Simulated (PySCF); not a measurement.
C2H5O, SMILES CC[O] (connectivity only; charge and spin as stated), charge -1, multiplicity 1.

Geometry: PBE-D3(BJ)/def2-SVPD. The spin state was assumed, not searched. The isomer is the one that the SMILES or the coordinates give; other isomers of the formula were not compared.

Level of theory: PySCF with PBE-D3(BJ)/def2-SVPD.

No scaling factor is applied to the harmonic values.

| mode | ν (cm⁻¹) | IR (km/mol) | moving atoms (share of kinetic energy) |
|---|---|---|---|
| 1 | 269 | 0.7 | H 88 % |
| 2 | 416 | 5.9 | O 35 %, H 33 %, C 33 % |
| 3 | 743 | 1.4 | H 92 % |
| 4 | 803 | 17.4 | C 50 %, H 44 % |
| 5 | 996 | 69.3 | C 53 %, H 40 % |
| 6 | 1110 | 0.5 | H 55 %, C 41 % |
| 7 | 1199 | 244.2 | C 39 %, O 38 %, H 23 % |
| 8 | 1207 | 8.3 | H 92 % |
| 9 | 1252 | 11.1 | H 73 %, C 24 % |
| 10 | 1312 | 117.6 | H 74 %, C 25 % |
| 11 | 1365 | 1.3 | H 96 % |
| 12 | 1379 | 41.3 | H 93 % |
| 13 | 1409 | 18.0 | H 92 %, C 8 % |
| 14 | 2384 | 542.8 | H 91 %, C 9 % |
| 15 | 2463 | 653.8 | H 96 % |
| 16 | 2866 | 157.0 | H 97 % |
| 17 | 2967 | 95.8 | H 92 %, C 8 % |
| 18 | 2995 | 75.5 | H 91 %, C 9 % |
